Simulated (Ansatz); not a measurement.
Input for Ansatz (development build ahead of 0.2.0):

```yaml
crystal:
  periodic: [false, false, false]
  atoms:
    - { symbol: "N", position_ang: [0.00669, -0.00099, 0.45985] }
    - { symbol: F, position_ang: [1.21767, -0.00955, -0.12408] }
    - { symbol: F, position_ang: [-0.61771, 1.05668, -0.11759] }
    - { symbol: F, position_ang: [-0.60446, -1.06251, -0.11736] }
basis:
  gaussian: { orbitals: STO-3G }
hamiltonian:
  xc: hf
correlation:
  method: mp2
  frozen_orbitals: { F: 1, "N": 1 }
```

The input is written out in the form of the current development build from the run's settings.

Results

| Item | Value |
| --- | --- |
| Converged | yes |
| Reference energy | -347.75008 hartree |
| Correlation energy | -0.10176 hartree |
| Total energy | -347.85184 hartree |
| Spin squared of the determinant | 0.000 |
